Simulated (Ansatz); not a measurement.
Results of Hartree–Fock in Ansatz (plane waves, PAW) for zinc-blende MgS (metastable phase).

Run with plane-wave cutoff 460 eV, 8×8×8 k mesh, Fermi–Dirac smearing 0.01 eV, scalar-relativistic PAW data made under PBE.

The cell is scaled about its equilibrium volume:

```tsv
V (Å³/atom)	P (GPa)	direct gap at Γ (eV)
22.404	3.33	11.105
22.678	2.47	11.020
22.994	1.55	10.925
23.584	-0.02	10.752
24.173	-1.41	10.586
24.763	-2.64	10.427
```

A straight line through the gaps at Γ against ln V gives a volume deformation potential dE_g(Γ)/d ln V of -6.8 eV: the gap at Γ widens under compression.

Measured, for comparison: band gap 4.78 ± 0.1 eV (temperature not stated, extrapolated in composition from an alloy gap of 4.19 eV, direct; extrapolated from a Zn0.2Mg0.8S0.645Se0.355 epilayer; as tabulated in Lucero et al. (2012), arXiv:1111.4515).

Note: the volume lies 6 % above that of the published cell.

Ansatz is a first-principles code.
